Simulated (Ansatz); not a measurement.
**Two structures, one formula**

The two ends of one reaction step of AlH$_{3}$S$_{2}$, closed shell (PBE0-D4/def2-TZVP).

A:

```xyz
6
angstrom
Al -0.7722 0.3516 -0.0228
S 0.7989 1.3339 1.1278
S -0.4265 -1.5034 -1.1167
H 0.8665 -1.5997 -0.7645
H -2.2028 1.0030 -0.0652
H 1.7362 0.4148 0.8415
```

B:

```json
{"atom": "Al1", "x (Å)": "-1.1735", "y (Å)": "-0.1137", "z (Å)": "-0.3635"}
{"atom": "S2", "x (Å)": "1.1778", "y (Å)": "0.7363", "z (Å)": "0.1004"}
{"atom": "S3", "x (Å)": "-0.8653", "y (Å)": "-1.7370", "z (Å)": "-1.5347"}
{"atom": "H4", "x (Å)": "1.6132", "y (Å)": "-0.5234", "z (Å)": "-0.0817"}
{"atom": "H5", "x (Å)": "-2.0176", "y (Å)": "0.9516", "z (Å)": "0.4366"}
{"atom": "H6", "x (Å)": "1.2654", "y (Å)": "0.6863", "z (Å)": "1.4430"}
```

Computed with Ansatz 0.2.0 (basis: def2-TZVPP); correlated methods freeze the cores. B3LYP uses VWN-RPA correlation.

(1) Which structure is lower at CCSD(T), and by how much? (Judge from chemistry; the value comes from the calculation.)

The T1 diagnostic stays at or below 0.016.

Results:

(1) Computed: A, by 162.8 kJ/mol (electronic energy, against the other). By their contacts, A is AlH₃S₂ ([SH][AlH][SH]) and B is AlH₃S₂ ([S][AlH][SH2]).

All methods give the same order:

```json
{"method": "SPW92", "E(B) − E(A) (kJ/mol)": "148.9"}
{"method": "PBE-D4", "E(B) − E(A) (kJ/mol)": "148.8"}
{"method": "BLYP-D4", "E(B) − E(A) (kJ/mol)": "147.7"}
{"method": "r2SCAN-D4", "E(B) − E(A) (kJ/mol)": "158.3"}
{"method": "B97M-V", "E(B) − E(A) (kJ/mol)": "159.2"}
{"method": "PBE0-D4", "E(B) − E(A) (kJ/mol)": "159.0"}
{"method": "B3LYP-D4", "E(B) − E(A) (kJ/mol)": "156.6"}
{"method": "r2SCAN0-D4", "E(B) − E(A) (kJ/mol)": "163.9"}
{"method": "BHLYP-D4", "E(B) − E(A) (kJ/mol)": "167.1"}
{"method": "CAM-B3LYP-D4", "E(B) − E(A) (kJ/mol)": "164.6"}
{"method": "wB97X-V", "E(B) − E(A) (kJ/mol)": "167.8"}
{"method": "wB97M-V", "E(B) − E(A) (kJ/mol)": "162.0"}
{"method": "B2PLYP", "E(B) − E(A) (kJ/mol)": "159.2"}
{"method": "PBE-QIDH", "E(B) − E(A) (kJ/mol)": "165.0"}
{"method": "RPA on PBE", "E(B) − E(A) (kJ/mol)": "159.6"}
{"method": "HF", "E(B) − E(A) (kJ/mol)": "176.6"}
{"method": "MP2", "E(B) − E(A) (kJ/mol)": "162.6"}
{"method": "CCSD", "E(B) − E(A) (kJ/mol)": "167.5"}
{"method": "CCSD(T)", "E(B) − E(A) (kJ/mol)": "162.8"}
```

Labels in which every atom is bracketed show which atoms are joined, not bond orders.

For scale, one of the runs: CCSD(T)/def2-TZVPP, 168 basis functions, launched by `ansatz run in.yaml --threads 2 --pin off --events-out ev --progress --plain --max-ram 4352MiB`. Time: 14 s of wall clock on 2 CPU threads of an Arm Neoverse V2; the host was shared. Peak host memory: 1.2 GiB.
